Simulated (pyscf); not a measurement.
Elementary routes open to H₃C–CH₂–Zn–OH + H atom (H•) in the gas phase (doublet surface):
A. methane (CH₄) + •H₂C–Zn–OH (C–C broken; C–H formed)
B. ethane (H₃C–CH₃) + [HO–Zn]• (C–Zn broken; C–H formed)
C. H₃C–CH•–Zn–OH + hydrogen (H₂) (C–H broken; H–H formed)

PySCF, gas phase, ωB97X-D3(BJ)/def2-SVP geometries.

Q: Rank the routes by free-energy barrier at 298 K, lowest first, for ωB97M-D3(BJ)/def2-TZVP energies (ideal gas, 1 atm, RRHO with modes under 100 cm⁻¹ raised to 100, one conformer, R ln 2 for chiral ones without a mode under 150 cm⁻¹).

A: C (0.53 eV), B (1.11 eV), A (1.76 eV)

Route C is the fastest of these, ahead of the next by 0.59 eV. The most stable products are those of B (ΔG = -1.53 eV), whose barrier is 0.59 eV higher: the kinetic and the thermodynamic product differ. At 1200 K C is still the fastest. Only these routes are compared; each barrier is that of the saddle found, and lower ones may exist. Elements up to Kr have no core potential and no relativistic terms here.
